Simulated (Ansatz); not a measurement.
# CH3NO2: the cost of one run

Program: Ansatz 0.2.0. Level of theory: RKS revPBE-D4/def2-SVP. These are calculated values, not measurements.

## (1) Starting point

Bond lengths: N1–C2 1.215 Å, C2–O3 1.296 Å, C2–O4 1.328 Å, N1–H5 1.082 Å, O3–H6 0.985 Å, O4–H7 0.993 Å. Angles: N1–C2–O3 119.7°, N1–C2–O4 129.5°, O3–C2–O4 110.8°, C2–N1–H5 110.4°, C2–O3–H6 108.1°, C2–O4–H7 108.3°.

Structure file:

```xyz
7

N    -0.6034    0.7014    0.5230
C     0.1542   -0.1265    0.0566
O     1.0814   -0.6412    0.8017
O     0.2303   -0.5973   -1.1825
H    -1.3149    1.0250   -0.2251
H     1.0339   -0.2150    1.6884
H    -0.5202   -0.2144   -1.7077
```

## (2) End point A

File input.yaml:

```yaml
crystal:
  periodic: [false, false, false]
  atoms:
    - { symbol: "N", position_ang: [-0.6034, 0.7014, 0.523] }
    - { symbol: C, position_ang: [0.1542, -0.1265, 0.0566] }
    - { symbol: O, position_ang: [1.0814, -0.6412, 0.8017] }
    - { symbol: O, position_ang: [0.2303, -0.5973, -1.1825] }
    - { symbol: H, position_ang: [-1.3149, 1.025, -0.2251] }
    - { symbol: H, position_ang: [1.0339, -0.215, 1.6884] }
    - { symbol: H, position_ang: [-0.5202, -0.2144, -1.7077] }
basis:
  gaussian: { orbitals: def2-SVP }
hamiltonian:
  xc: revpbe
  dispersion: d4
relax:
  f_tol: 0.02
  max_steps: 50
```

Command:

```
$ ansatz run input.yaml --threads 1 --pin off --max-ram 2048MiB --backend cpu --events-out ev --progress --plain --runs-dir out
```

Q: Estimate wall time and peak memory on 1 thread of Arm Neoverse V1, shared host.

About 14 s, with a peak of 0.13 GiB.
